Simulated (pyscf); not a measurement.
**Routes from InH₃ (SMILES [InH3]) + H₂S (SMILES S)**

Candidate steps break at most two bonds and form at most two. Each was searched with GFN2-xTB (tblite) first. Structures and frequencies: ωB97X-D3(BJ)/def2-SVP in PySCF. Energies: ωB97M-D3(BJ)/def2-TZVP, kcal/mol, from the separated reactants, singlet surface; ΔG‡ with ideal gas, 1 atm, RRHO with modes under 100 cm⁻¹ raised to 100, one conformer, R ln 2 for chiral ones without a mode under 150 cm⁻¹.

```tsv
products	type	ΔE‡	ΔE	ΔG‡ 298 K	ΔG‡ 900 K	ν‡ (cm⁻¹)
HS–InH₂ + H₂	four-centre exchange	10.3	-18.3	19.2	37.6	1335i
InH₃ + H₂S	four-centre exchange	58.2	0.0	67.5	86.7	931i
```

Row 1: On the reactant side the descent ends in an adduct with a In–S contact, 13.3 kcal/mol under the separated species and 19.0 kcal/mol under the saddle at ωB97X-D3(BJ)/def2-TZVP. Row 2: On the reactant side the descent ends in an adduct with a In–S contact, 13.3 kcal/mol under the separated species and 67.2 kcal/mol under the saddle at ωB97X-D3(BJ)/def2-TZVP. On the product side the descent ends in an adduct with a In–S contact, 13.3 kcal/mol under the separated species and 67.2 kcal/mol under the saddle at ωB97X-D3(BJ)/def2-TZVP. 

Plain bond fissions and candidates not yet searched are not listed, and one of them may be faster. Each barrier is that of the saddle found; lower ones may exist. Elements past Kr carry the def2 core potentials, without spin-orbit coupling.
